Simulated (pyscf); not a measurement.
Single points on ωB97X-D3(BJ)/def2-SVP structures (PySCF, gas phase). MP2 and CC: frozen core, UHF for open shells. ΔMP2 is the change of the MP2 total energy from the triple- to the quadruple-zeta basis.

**Question.** How much does it cost (ΔH, 298 K, CCSD(T)/def2-TZVPP + ΔMP2(QZVPP)) to split H₃C–GeH₂–CH₃ at its C–Ge bond into CH₃• + H₃C–GeH₂•?

**Answer.** C–Ge to CH₃• + H₃C–GeH₂•: 3.51 eV. Other isomers of H₃C–GeH₂• were not searched in full and may lie lower. The CCSD(T) − MP2 part came from Ansatz, without density fitting, on the same reference. The frozen core leaves the outer d or s,p core shells of the metals and heavy elements correlated in the MP2 and CC values, and def2-TZVPP describes them poorly, which can shift differences by a few kcal/mol. Elements up to Kr have no core potential and no relativistic terms here.
